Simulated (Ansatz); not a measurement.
C (within 0.1 Å of R-3m, No. 166, 2 atoms in the cell; start mp-169; another form than the element's usual one), treated with r²SCAN (plane waves, PAW; Ansatz, an electronic-structure program).

Numerical settings: plane-wave cutoff 500 eV, 18×18×12 k mesh (along the axes of the cell as run), Fermi–Dirac smearing 0.05 eV, scalar-relativistic PAW data made under PBE.

Cell (relaxed at this level):

```cif
data_C2
_chemical_formula_sum 'C2'
_space_group_name_H-M_alt 'P 1'
_space_group_IT_number 1
_cell_length_a 2.45592
_cell_length_b 2.45592
_cell_length_c 3.79368
_cell_angle_alpha 108.847
_cell_angle_beta 108.847
_cell_angle_gamma 60.000
loop_
_space_group_symop_operation_xyz
  'x, y, z'
loop_
_atom_site_label
_atom_site_type_symbol
_atom_site_fract_x
_atom_site_fract_y
_atom_site_fract_z
_atom_site_occupancy
C1 C 0.83335 0.83335 0.00005 1
C2 C 0.16665 0.16665 0.99995 1
```

Problem. Predict the band gap.

Solution. 
* **band gap**: 0.52 eV (on the SCF k mesh)

Note: the cell comes from a level without a dispersion term, which matters for the spacing of layers, chains or molecules.

It cost about 100 core-seconds (a rough figure) of CPU time.

A start named mp-… is a Materials Project structure, which need not be a measured phase.
